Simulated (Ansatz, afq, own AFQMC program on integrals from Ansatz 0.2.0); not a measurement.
**Al2H, doublet: AFQMC among the cluster methods**

```xyz
3

Al    0.0000    0.0000   -1.4663
Al    0.0000    0.0000    4.5517
H     0.0000    0.0000   -3.0855
```

Connectivity, by distances: AlH ··· Al.

Basis 6-31G. Noble-gas cores (and the filled d shells of Ga–Kr and In–Xe) are frozen. Integrals, coupled cluster, full CI and functionals: Ansatz 0.2.0; the random walks run on the same integrals in our own AFQMC program. The CISD trial takes its coefficients from CCSD amplitudes. Released means that phaseless walkers are propagated on without the constraint, phases kept. Uncertainties: one standard error, sampling alone.

Determinant: UHF, the one that the program's search chose, which needn't be the lowest solution. The geometry is a point of a scan.

Full CI on the same integrals is exact in this basis and with this determinant's frozen core.

Cautions: the determinant is a saddle point among determinants of its kind.

```
T1 diagnostic                               : 0.0269
weight of the determinant in the CISD state : 0.884
⟨S²⟩ of the determinant                     : 0.771
size of the correlated space                : 7 electrons in 18 orbitals
```

```tsv
level	correlation energy (eV)
MP2	-1.2393
CCSD	-2.0387
CCSD(T)	-2.0495
```

(1) Estimate where phaseless AFQMC with the Hartree–Fock trial lies against CCSD(T) on the same integrals.

(1) 0.50 ± 0.50 kcal/mol above CCSD(T). The gap is under twice the noise, so this walk alone can't tell the two apart.

Reference: full CI, correlation energy -2.056 eV. The released energy is read at 2.40 1/Eh (meV from the phaseless value at times in 1/Eh: 0.0 ± 1.1 at 0.24, -0.7 ± 1.1 at 0.51, -1.9 ± 0.9 at 0.99, -2.5 ± 0.9 at 1.62, -3.4 ± 0.8 at 2.40).

| level | E − E(reference) (kcal/mol) | share of correlation (%) |
| --- | --- | --- |
| CCSD(T) | 0.15 | 99.69 |
| CCSDT | 0.04 | 99.92 |
| CCSDT(Q) | 0.01 | 99.98 |
| CCSDTQ | 0.00 | 100.00 |
| ph-AFQMC/HF | 0.65 ± 0.50 | 98.63 |
| ph-AFQMC/CISD | 0.13 ± 0.04 | 99.72 |
| released AFQMC | 0.05 ± 0.02 | 99.89 |

CCSDT and higher add their correlation energy to the determinant of the CCSD(T) run, since their own runs factorise the integrals more tightly (a shift of under 2 meV). Released energies are given only where the last usable release times agree within the noise; a slower fall can still hide under it.
